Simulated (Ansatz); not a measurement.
Input for Ansatz (development build ahead of 0.2.0):

```yaml
crystal:
  periodic: [false, false, false]
  atoms:
    - { symbol: Al, position_ang: [0.0, 0.0, 0.0] }
    - { symbol: B, position_ang: [0.0, 3.9277, 3.0138] }
    - { symbol: O, position_ang: [0.0, -3.5828, 2.7492] }
basis:
  gaussian: { orbitals: pcseg-2 }
magnetization:
  spin_polarized: true
hamiltonian:
  xc: { name: wB97X }
```

The input is written out in the form of the current development build from the run's settings.

Output:

| Property | Result |
| --- | --- |
| Converged | yes |
| Total energy | -342.08590 hartree |
| Spin squared of the determinant | 1.906 |
| Stability test | minimum |

Caution: charge can spread falsely over distant fragments; the unrestricted determinant is a mixture of spin states.
